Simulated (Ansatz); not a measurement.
Coupled-cluster diagnostics for MgSi₂ (the lowest singlet isomer of a short search), Ansatz.

Geometry of the singlet (r2SCAN-D4/def2-TZVP):

```xyz
3

Mg   -1.052    0.733   -0.779
Si    1.305    0.108   -0.215
Si   -0.253   -0.841    0.994
```

Correlated methods freeze 11 core orbitals; core or outer-core shells of Mg are correlated, in sets that lack core-valence functions. The structure comes from a short search, and lower isomers may exist.

Geometry of the charge 0 triplet (r2SCAN-D4/def2-TZVP):

```xyz
3

Mg    1.5807   -0.1486   -0.6147
Si   -0.4021    0.1928    1.2800
Si   -1.1786   -0.0443   -0.6652
```

Geometry of the charge 0 quintet (r2SCAN-D4/def2-TZVP):

```xyz
3

Mg   -0.147   -0.366    1.658
Si    1.011   -0.471   -0.890
Si   -0.864    0.837   -0.768
```

**Question.** Estimate the CCSD(T) correlation energy, the shares of MP2 and (T), T1 and the reference's ⟨S²⟩ for: charge 0, singlet, own geometry in def2-TZVPP; charge 0, singlet, own geometry in def2-TZVPD; charge 0, triplet, own geometry in def2-TZVPP; charge 0, quintet, own geometry in def2-TZVPP; charge 1, doublet, vertical in def2-TZVPP; charge -1, doublet, vertical in def2-TZVPD; and the rough time on 2 threads of Arm Neoverse V2 on a shared host.

**Answer.** 
```tsv
state	basis	correlation (eV)	MP2 share (%)	(T) share (%)	T1	⟨S²⟩ (pure)	wall time	remarks
charge 0, singlet, own geometry	def2-TZVPP	-12.518	90.1	5.5	0.024	0.00 (0.00)	2.9 s	large T1, restricted SCF unstable
charge 0, singlet, own geometry	def2-TZVPD	-12.484	90.0	5.5	0.024	0.00 (0.00)	3.5 s	large T1, restricted SCF unstable
charge 0, triplet, own geometry	def2-TZVPP	-11.649	85.3	5.2	0.067	2.54 (2.00)	8.5 s	large T1, spin-contaminated
charge 0, quintet, own geometry	def2-TZVPP	-11.056	87.3	4.5	0.043	6.04 (6.00)	18 s	–
charge 1, doublet, vertical	def2-TZVPP	-11.458	85.8	5.2	0.062	1.23 (0.75)	7.5 s	large T1, spin-contaminated
charge -1, doublet, vertical	def2-TZVPD	-12.510	85.3	5.5	0.071	1.38 (0.75)	12 s	large T1, spin-contaminated
```
Customary marks for T1 are 0.02 (closed shells), 0.045 (open shells) and about 0.05 (3d metals). T1 exceeds 0.02 in 6 of 6 rows and 0.045 in 3; the higher it lies, the less the single-reference result can be trusted.
